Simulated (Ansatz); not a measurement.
doublet CFO: levels of theory in one basis

```xyz
3

F     0.0317    0.2248   -1.1731
C     0.0343   -0.3340    0.0646
O     0.0362    0.1784    1.0742
```

Basis set: def2-SVP (spherical functions). Left uncorrelated: 3 orbitals. Correlation on ROHF uses semicanonical orbitals with singles. Charge 0, multiplicity 2.

Computed with Ansatz (development build ahead of 0.2.0); each method stands on the lowest determinant of its kind that the runs found.

```
      method  E − E(ROHF) (eV)  <S²> of the determinant
        ROHF              0.00                        –
         UHF             -0.13                     0.77
    ROHF-MP2            -12.93                        –
     UHF-MP2            -12.89                     0.77
ROHF-CCSD(T)            -13.47                        –
 UHF-CCSD(T)            -13.47                     0.77
```

**Question.** Is a single determinant a sound starting point here?

**Answer.** By this sign, yes. Unrestricted orbitals gain 0.13 eV and <S²> is 0.77 against 0.75 for a pure state.
